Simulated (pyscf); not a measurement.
PySCF, gas phase, ωB97X-D3(BJ)/def2-SVP geometries. Correlated levels are frozen-core, on RHF or UHF. ΔMP2 is the change of the MP2 total energy from the triple- to the quadruple-zeta basis.

Q: Estimate by transition-state theory (the high-pressure limit) the rate constant of H₃C–Ti(=O)–OH (SMILES [CH3][Ti](=[O])[OH]) → O=Ti=O (SMILES [O]=[Ti]=[O]) + CH₄ (SMILES C) (singlet surface; C–Ti, H–O broken, C–H formed) at 1200 K, with CCSD(T)/def2-TZVPP + ΔMP2(QZVPP) energies (ideal gas, 1 atm, RRHO with modes under 100 cm⁻¹ raised to 100, one conformer, R ln 2 for rigid chiral ones; no tunnelling).

A: The electronic barrier is 38.7 kcal/mol and the thermal terms add +5.7, so ΔG‡ = 44.4 kcal/mol. With k_BT/h = 2.50e+13 s⁻¹ and RT = 2.385 kcal/mol, k = 2.0e+05 s⁻¹, a half-life of 3.4e-06 s through this channel alone. Wigner's tunnelling factor for 1443i cm⁻¹ would be 1.12. A shift of 1 kcal/mol in the barrier changes k by a factor 1.5. On the product side the descent ends in an adduct with a C–Ti contact, 14.0 kcal/mol under the separated species and 21.1 kcal/mol under the saddle at ωB97X-D3(BJ)/def2-TZVP. What is counted as broken (C–Ti) persists as a longer contact in the product adduct; parting that adduct is a step of its own. At the saddle there is also a short H–Ti contact that neither side keeps. At ωB97X-D3(BJ) the barrier from the zero used here is 41.9 kcal/mol. One saddle was located; it need not be the lowest between these sides. The CCSD(T) − MP2 part came from Ansatz, without density fitting, on the same reference. The frozen core leaves the outer d or s,p core shells of the metals and heavy elements correlated in the MP2 and CC values, and def2-TZVPP describes them poorly, which can shift differences by a few kcal/mol.
